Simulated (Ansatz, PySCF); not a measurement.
System: phosphine, PH3, net charge 0, singlet state. SMILES: P
Geometry from a B3LYP-D3(BJ)/def2-TZVP (Ansatz, a program for electronic structure) optimisation:
```xyz
4

P      0.0029     0.0016     0.1282
H     -0.0038     1.1839    -0.6561
H      1.0120    -0.6137    -0.6568
H     -1.0521    -0.5944    -0.6098
```
Charge 0, spin multiplicity 1.

Property: enthalpy of formation at 298 K, in kcal/mol. Conventions: LANL2DZ with its own core potentials from Na on; six Cartesian d functions in 6-31G* and its kin unless marked 5d; dispersion terms only where a functional's name holds one; non-relativistic; valence correlation only; no spin-orbit coupling; open shells spin-unrestricted. Basis-set limits of correlation are two-point, X^-3; Hartree-Fock from the larger set. Ab initio and DFT rows: single points at B3LYP-D3(BJ) geometries (Ansatz), with unscaled harmonic terms from B3LYP/6-31G* at its own minima, enthalpies of formation by atomisation with measured atoms.

Measured values: G2/97 table in ASE (Curtiss et al.); they hold spin-orbit and core effects, anharmonicity. 

Value to compare with, the measured value: 1.3 kcal/mol.

```
level                                                program  enthalpy of formation at 298 K (kcal/mol)  error
--------------------------------------------  --------------  -----------------------------------------  -----
BP86/def2-SVP                                          PySCF                                       -2.7   -4.0
B3LYP/STO-3G                                          Ansatz                                      -76.2  -77.5
B3LYP/6-31G                                           Ansatz                                       26.2   24.9
B3LYP/6-31+G*                                         Ansatz                                        4.0    2.7
MP2/3-21G                                             Ansatz                                       75.4   74.1
MP2/LANL2DZ                                           Ansatz                                       74.6   73.3
r2SCAN-D4/def2-TZVPD                          Ansatz + dftd4                                        3.7    2.4
CCSD(T)/CBS(aug-cc-pV(T+d)Z,aug-cc-pV(Q+d)Z)          Ansatz                                        1.4    0.1
```

Among the 6 habitual levels, B3LYP/STO-3G lies farthest from the measured value (-77.5 kcal/mol) and B3LYP/6-31+G* nearest (2.7); 4 of 6 lie above it, and their mean absolute error is 42.8 kcal/mol, the median 49.1. One case shows no general order.

The levels are drawn from those run, B3LYP/6-31G* more often than the rest, none by its result; runs whose electronic state is in doubt are left out.
